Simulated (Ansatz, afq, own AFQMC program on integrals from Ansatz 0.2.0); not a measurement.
## GeNH₂, quartet in cc-pVDZ along one coordinate

| atom | x (Å) | y (Å) | z (Å) |
| --- | --- | --- | --- |
| Ge | -0.0346 | 0.0000 | 0.2958 |
| N | 0.0724 | 0.0000 | -1.6458 |
| H | 0.7424 | -1.2582 | 0.7751 |
| H | 0.7424 | 1.2582 | 0.7751 |

All coordinates are scaled about the centre. Energies in kcal/mol count from this geometry (1.000) at the same level; the start stands on UHF, each point on the determinant named.

Basis cc-pVDZ. Only valence electrons are correlated. Integrals, coupled cluster, full CI and functionals: Ansatz 0.2.0; the random walks run on the same integrals in our own AFQMC program. ph-AFQMC/CISD is guided by a CISD state made of CCSD amplitudes; releasing the constraint for a short imaginary time cuts its bias at the price of noise, slowly where states lie close. ± is one standard error of the sampling. No spin–orbit coupling.

Cautions, each for one point or more: CCSDT(Q) on the ROHF determinant differs, by its state or its frozen core; cluster runs in doubt by the program's own checks; higher spins were not checked; inner d shell frozen; lower spins were not checked; no relativity below Rb; no spin-orbit coupling; unrestricted determinant spin contaminated; walk and cluster series may follow different spin states.

```csv
scale of all distances,det.,T1,weight,⟨S²⟩,CCSD(T),ph-AFQMC/CISD,released AFQMC,CCSDT(Q),CCSD,B2PLYP
0.885,UHF,0.022,0.90,3.76,33.1,33.0 ± 0.4,33.9 ± 0.5*,–,32.6,30.9
1.104,UHF,0.029,0.87,3.88,8.6,8.5 ± 0.3,8.8 ± 0.5*,8.2,9.1,9.8
1.278,UHF,0.035,0.84,4.00,44.5,44.2 ± 0.4,–,43.7,45.2,49.1§
1.987,UHF¶,0.039,0.82,5.59,136.9,133.7 ± 0.5,–,134.5,135.9,148.0§
2.432,UHF¶,0.009,0.92,5.73,145.7,145.1 ± 0.3,–,145.7,143.6,157.8§
```

Weight is that of the determinant in the CISD state; at the start T1 is 0.019 and the weight 0.90, and ⟨S²⟩ is 3.78. ¶ marks points with a poor determinant and no full CI, where no value is sure; they don't count among the departures. An asterisk marks released energies that aren't shown to be converged. A dash marks a missing value, a released energy that hasn't settled or a functional that sits on another state. § marks a functional whose ⟨S²⟩ is too high by over 0.1. Largest departures from phaseless AFQMC with a CISD trial: CCSD(T) 0.4 kcal/mol at 1.278 (on UHF) (within the noise), CCSDT(Q) -0.5 kcal/mol at 1.278 (on UHF) (within the noise), CCSD 1.0 kcal/mol at 1.278 (on UHF), B2PLYP -2.1 kcal/mol at 0.885. The walk's constraint bias lies outside its error bars, so these are departures and not errors. Functionals count only at points shown to share the start's state and spin. In this small basis the wave-function levels are far from their limit, so their gap to the functionals isn't the functionals' error.

Some points may be missing: those where a free walk finds a much lower state, and past Zn most of those on another determinant than at the start.

CCSDT and higher add their correlation energy to the determinant of the CCSD(T) run, since their own runs factorise the integrals more tightly (a shift of under 2 meV). A walk keeps the symmetry of its determinant, which the program's search chose and which needn't be the lowest solution, so a lower state of the same spin and another symmetry isn't excluded.
